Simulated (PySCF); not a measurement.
# Deprotonation sites of ethanamine

System: ethanamine, `CCN` (C2H7N). Atom numbers as in the mapped SMILES `[CH3:1][CH2:2][NH2:3]`.

Computed at ωB97X-D3(BJ)/ma-def2-TZVP // PBE0-D3(BJ)/ma-def2-SVP with PySCF (density fitting, grid level 2). ωB97X-D3(BJ) is ωB97X-V with D3(BJ) in place of VV10. Thermal corrections: PBE0-D3(BJ)/ma-def2-SVP frequencies, unscaled, ideal gas at 298.15 K and 1 bar, quasi-RRHO entropy.

```csv
site,product,ΔH(acid) / kJ/mol,ΔG(acid) / kJ/mol,gas share,above best in diethyl ether / kJ/mol
N3 (amine nitrogen),CC[NH-],1683,1652,> 99.9 %,0.0
C1 (methyl carbon),[CH2-]CN,1735,1702,< 0.1 %,64.1
C2 (methylene carbon),C[CH-]N,1771,1737,< 0.1 %,95.5
```

ΔH and ΔG refer to AH → A⁻ + H⁺ in the gas phase. Shares are Boltzmann weights among the listed products; an error of 10 kJ/mol changes a ratio about 56-fold. Sites whose products fell apart, merged with another or lost in a GFN2-xTB screen aren't listed. Values in solvent are IEF-PCM free energies relative to the most favourable product.

Of the listed sites N3 (amine nitrogen) is favoured in the gas phase, 50 kJ/mol ahead of C1 in free energy.

In diethyl ether the product from N3 is solvated 209 kJ/mol more strongly than the parent (electrostatics only).

Vertical detachment energies of the anions: `CC[NH-]` 0.61 eV, `[CH2-]CN` 0.39 eV, `C[CH-]N` -0.18 eV.

Measured values (NIST Chemistry WebBook, evaluated or the median of agreeing entries): deprotonation enthalpy (ΔH) 1671 kJ/mol (computed 1683, difference 12); gas-phase acidity (ΔG) 1639 kJ/mol (computed 1652, difference 13). These are compared with the most favourable site that keeps the skeleton.

Caveats: `C[CH-]N` holds its electron weakly or not at all, so its value hangs on the basis.

Structures, frequencies and single points took 4.7 min of wall time on 1 thread of Arm Neoverse V2 (shared host), launched as `OMP_NUM_THREADS=1 python redox_run.py task.json out`.
